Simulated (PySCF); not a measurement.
Molfile (atoms numbered from 1):
```
H3O2P
     RDKit          3D

  6  5  0  0  0  0  0  0  0  0999 V2000
   -1.1889    1.3445   -0.3331 O   0  0  0  0  0  0  0  0  0  0  0  0
   -0.4069    0.1166   -0.0917 P   0  0  0  0  0  5  0  0  0  0  0  0
    1.1787    0.3780    0.1087 O   0  0  0  0  0  0  0  0  0  0  0  0
   -0.7650   -0.6422    1.0622 H   0  0  0  0  0  0  0  0  0  0  0  0
   -0.4509   -0.8705   -1.1212 H   0  0  0  0  0  0  0  0  0  0  0  0
    1.7024   -0.4185    0.2626 H   0  0  0  0  0  0  0  0  0  0  0  0
  1  2  2  0
  2  3  1  0
  2  4  1  0
  2  5  1  0
  3  6  1  0
M  END
```

PySCF 2.14.0 with density-fitted response routines calculation with NMR shieldings at PBE/pcSseg-2/GIAO and geometry: PBE0-D3(BJ)/def2-SVP; one conformer, one averaged value for each set of equivalent atoms, in vacuum, non-relativistic Hamiltonian.

Referencing at the same level of theory: TMS for $^{1}$H; $^{17}$O vs H2O; H3PO4 for $^{31}$P.

| atoms | nucleus | count | δ (ppm) |
| --- | --- | --- | --- |
| O3 | $^{17}$O | 1 | 97.8 |
| H4/H5 | $^{1}$H | 2 | ? |
| O1 | $^{17}$O | 1 | 153.9 |
| H6 | $^{1}$H | 1 | ? |
| P2 | $^{31}$P | 1 | -23.8 |

Complete the table.

## Answers


- H4/H5: 8.18 ppm, hydrogen on a phosphorus bonded to 2 O
- H6: 2.02 ppm, hydrogen on an oxygen bonded to P; exchangeable, gas-phase position

OH and NH positions are those of a molecule without intermolecular hydrogen bonds; in solution they move with solvent, concentration and temperature, and exchange usually removes their couplings. Experimental scales use liquid or dissolved standards, which lie at an offset from isolated H2O (liquid H2O: subtract about 36 ppm) and H3PO4.
